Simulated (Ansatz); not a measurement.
What does this script print? It uses the Ansatz DFT code, driven from Python.

The script, `dimer_c3h4.py`:
```python
'''Binding of a C3H4 dimer at a trial geometry.'''

import ansatz as az

FIRST = [
    ('C', (-1.332, -0.6984, -0.7762)),
    ('C', (-0.4254, -0.1946, -0.2329)),
    ('C', (0.714, 0.3726, 0.4318)),
    ('H', (-2.1573, -1.0527, -1.2852)),
    ('H', (1.2566, 1.0917, -0.212)),
    ('H', (0.4537, 0.8936, 1.3687)),
    ('H', (1.4907, -0.4125, 0.7056)),
]
SECOND = [
    ('C', (3.5053, 0.6624, 1.914)),
    ('C', (3.6911, -0.4926, 1.9634)),
    ('C', (3.9022, -1.9082, 2.0792)),
    ('H', (3.3322, 1.6703, 1.7732)),
    ('H', (3.1636, -2.4888, 1.4933)),
    ('H', (4.9082, -2.2238, 1.7549)),
    ('H', (3.7779, -2.2784, 3.1479)),
]

def energy(atoms, ghosts=()):
    molecule = az.Crystal.molecule()
    for symbol, xyz in atoms:
        molecule = molecule.atom(symbol, xyz)
    calc = (
        molecule.calculation()
        .basis(gaussian='def2-SVPD')
        .functional('pbe0')
    )
    deck = calc.input()
    if ghosts:
        deck = deck.set(az.key.basis.gaussian.ghost_atoms, [{'symbol': s, 'position_ang': list(xyz)} for s, xyz in ghosts])
    return az.Session.from_dict(deck).plan().execute().report['free_energy_ev']

# monomers in their own basis and in the basis of the dimer
both = energy(FIRST + SECOND)
alone = energy(FIRST) + energy(SECOND)
ghosted = energy(FIRST, SECOND) + energy(SECOND, FIRST)
print(f'dimer {both:.6f} eV')
print(f'interaction, uncorrected   {23.060548 * (both - alone):8.3f} kcal/mol')
print(f'interaction, counterpoise  {23.060548 * (both - ghosted):8.3f} kcal/mol')
print(f'basis-set superposition    {23.060548 * (alone - ghosted):8.3f} kcal/mol')
```

Output of `python dimer_c3h4.py`:
```text
dimer -6335.709647 eV
interaction, uncorrected      0.606 kcal/mol
interaction, counterpoise     1.298 kcal/mol
basis-set superposition       0.693 kcal/mol
```

Uncorrected it is 0.606 kcal/mol, with the counterpoise correction 1.298 kcal/mol; the difference, 0.69 kcal/mol, is the superposition error. In this basis both values are repulsive.

What to keep in mind:
- Total energies depend on the basis set; only differences at equal settings carry meaning.
- The dimer is a generated trial pose of unrelaxed monomers, not a minimum, so the figure is no binding energy, and the basis set is small.
- This level lacks the dispersion part of the attraction (electrostatics and induction are there), which can decide the sign where the interaction is weak.
- Hardware and time: 14 s on 1 thread of Intel(R) Xeon(R) Processor @ 2.30GHz, with other jobs on the host, peak memory 0.42 GiB.
